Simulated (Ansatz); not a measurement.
# BNH₃ (quartet): the correlation ladder at distance B1–H4 along a hydrogen transfer = 1.239 Å, cc-pVDZ

The task here is to estimate one member of a computed series from the others.

Computed with Ansatz 0.2.0, Gaussian basis. Level: cc-pVDZ, core rule «outside noble gas», up to 2 orbitals frozen.

Plan: UHF; CCSD(T) on ROHF; CCSD(T) on UHF; BCCD(T) on ROHF; CISD; CCSDT(Q) on ROHF; CCSDT(Q) on UHF; CASSCF and MRCISD+Q, 5 electrons in 5 orbitals; CASSCF and NEVPT2, 5 electrons in 5 orbitals; CASSCF and NEVPT2, 11 electrons in 11 orbitals.

15 further runs of the same task are left out: 6 for a known fault of the program, 1 for a mislabelled method, 7 that didn't finish, 1 set aside as unsound or not needed.

## What is computed

The geometry derives from fragments relaxed apart (PBE0/def2-TZVP) and kept rigid, so it is no stationary point. A hydrogen atom is moved between rigid fragments.

5 atoms, charge 0, spin multiplicity 4.

Atoms are counted from 1 here; the program's logs count them from 0.

Bond lengths: B1–H2 1.193 Å, B1–H3 1.193 Å, B1–H4 1.239 Å, H4–N5 1.314 Å. Angles: H2–B1–H3 120.0°, H2–B1–H4 120.0°, H3–B1–H4 120.0°, B1–H4–N5 180.0°.

The first run:

in.yaml reads:

```yaml
crystal:
  periodic: [false, false, false]
  atoms:
    - {symbol: B, position_ang: [-1.286029, 0.000000, 0.000000]}
    - {symbol: H, position_ang: [-1.882762, 1.033571, 0.000000]}
    - {symbol: H, position_ang: [-1.882762, -1.033571, 0.000000]}
    - {symbol: H, position_ang: [-0.047029, 0.000000, 0.000000]}
    - {symbol: N, position_ang: [1.266971, 0.000000, 0.000000]}
basis:
  gaussian: {orbitals: cc-pVDZ}
magnetization: {spin_polarized: true, initial_magnetization: 3}
hamiltonian: {xc: hf}
output: {orbitals: {seedname: orbitals}}
```

Command:

```bash
ansatz run in.yaml --threads 1 --pin off --events-out ev --progress --plain --max-ram 2393MiB
```

Steps of the session up to this table: UHF; CCSD(T) on ROHF; CCSD(T) on UHF; BCCD(T) on ROHF; CISD; CCSDT(Q) on ROHF; CCSDT(Q) on UHF; CASSCF and MRCISD+Q, 5 electrons in 5 orbitals; CASSCF and NEVPT2, 5 electrons in 5 orbitals; CASSCF and NEVPT2, 11 electrons in 11 orbitals.

One table of the session follows, with a row left open; its other results are not shown here.

It belongs to the step «Misses and costs». 

| method | from UCCSDT(Q) (kcal/mol) |
| --- | --- |
| ROHF | +144.49 |
| UHF | +139.66 |
| RMP2 | +28.80 |
| UMP2 | +28.45 |
| CISD | +11.35 |
| RCCSD | +2.94 |
| UCCSD | ? |
| RCCSD(T) | +0.62 |
| UCCSD(T) | +0.59 |
| BCCD(T) | +0.63 |
| RCCSDT | +0.14 |
| UCCSDT | +0.10 |
| RCCSDT(Q) | +0.04 |
| UCCSDT(Q) | 0 |
| CASSCF pair | +132.94 |
| NEVPT2 pair | +28.22 |
| CASSCF valence | +106.23 |
| NEVPT2 valence | +25.90 |

**Question.** Estimate the row for UCCSD.

As computed: from UCCSDT(Q) (kcal/mol): +2.85. In the column «from UCCSDT(Q) (kcal/mol)» it lies between BCCD(T) (+0.63) and RCCSD (+2.94).

Not comparable, so not listed: CASSCF and MRCISD+Q, 5 electrons in 5 orbitals (they don't share determinant, frozen orbitals or solution with the rows shown, or repeat one).

Caveats from the session: Restricted and unrestricted rows rest on different reference determinants; where their highest levels disagree by more than a few hundredths of an eV, they describe different states and don't form one ladder. Warnings in the runs' records: passed over end.
